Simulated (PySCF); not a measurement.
Isomers of [C5H7]+ (charge +1), one GFN2-xTB conformer each. Single-point energies are computed at PBE0/pcSseg-1 (PySCF, gas phase, no added dispersion term), electronic only.

```csv
SMILES,GFN2-xTB relative energy (kJ/mol)
C1=CCC[CH+]1,0.0
C#C[C+](C)C,141.1
```

Question: What does PBE0/pcSseg-1 give for the same structures?

Answer: 
```csv
SMILES,PBE0/pcSseg-1 E (Eh),PBE0/pcSseg-1 (kJ/mol),GFN2-xTB (kJ/mol),point group
C1=CCC[CH+]1,-194.16790,0.0,0.0,C2v
C#C[C+](C)C,-194.09865,181.8,141.1,–
```

Both levels put the same isomer lowest. 

Question: Which frontier levels and rotational constants go with these structures?

Answer: 
| SMILES | HOMO (eV, PBE0/pcSseg-1) | LUMO (eV) | A, B, C (MHz) |
| --- | --- | --- | --- |
| C1=CCC[CH+]1 | -14.62 | -8.87 | 8109, 7842, 4184 |
| C#C[C+](C)C | -14.17 | -9.25 | 8726, 3978, 2823 |
